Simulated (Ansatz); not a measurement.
System (SMILES): FOF.
Atoms: F1, O2, F3. Bonds: F1-O2, O2-F3.

Basis-set convergence of the optimised F1-O2 bond length at HF with Ansatz (a quantum-chemistry and plane-wave program). All functions are spherical. The program fits the integrals of some runs and decomposes those of others, by size. A restricted Hartree-Fock determinant is unstable towards unrestricted orbitals. No added dispersion term, no relativity. Reference: the value in def2-QZVPPD, 1.3327 Å, itself unsure by roughly 0.0003 Å (its mean distance from pcseg-3, def2-QZVPP, cc-pVQZ). Deviations are taken from unrounded values.

```
basis        functions  optimised F1-O2 bond length (Å)
-----------  ---------  -------------------------------
cc-pVDZ             42                           1.3469
aug-cc-pVDZ         69                           1.3401
def2-SVP            42                           1.3355
def2-SVPD           69                           1.3320
pcseg-1             42                           1.3523
aug-pcseg-1         69                           1.3404
6-311G**            54                           1.3342
6-311+G**           66                           1.3329
cc-pVTZ             90                           1.3354
aug-cc-pVTZ        138                           1.3349
pcseg-2             90                           1.3350
aug-pcseg-2        138                           1.3350
def2-TZVPP          93                           1.3346
def2-TZVPPD        120                           1.3343
def2-QZVPP         171                           1.3330
def2-QZVPPD        198                           1.3327
```

What the diffuse functions change, pair by pair:
- cc-pVDZ to aug-cc-pVDZ: 27 more functions, deviation 0.0142 to 0.0074 Å
- def2-SVP to def2-SVPD: 27 more functions, deviation 0.0028 to -0.0007 Å
- pcseg-1 to aug-pcseg-1: 27 more functions, deviation 0.0196 to 0.0077 Å
- 6-311G** to 6-311+G**: 12 more functions, deviation 0.0015 to 0.0001 Å
- cc-pVTZ to aug-cc-pVTZ: 48 more functions, deviation 0.0027 to 0.0022 Å
- pcseg-2 to aug-pcseg-2: 48 more functions, deviation 0.0023 to 0.0023 Å
- def2-TZVPP to def2-TZVPPD: 27 more functions, deviation 0.0019 to 0.0016 Å
- def2-QZVPP to def2-QZVPPD: 27 more functions, deviation 0.0002 to 0.0000 Å

Leaving out the reference's own pair, they bring the value nearer the reference by more than 0.0003 Å in 6 of 7 pairs.
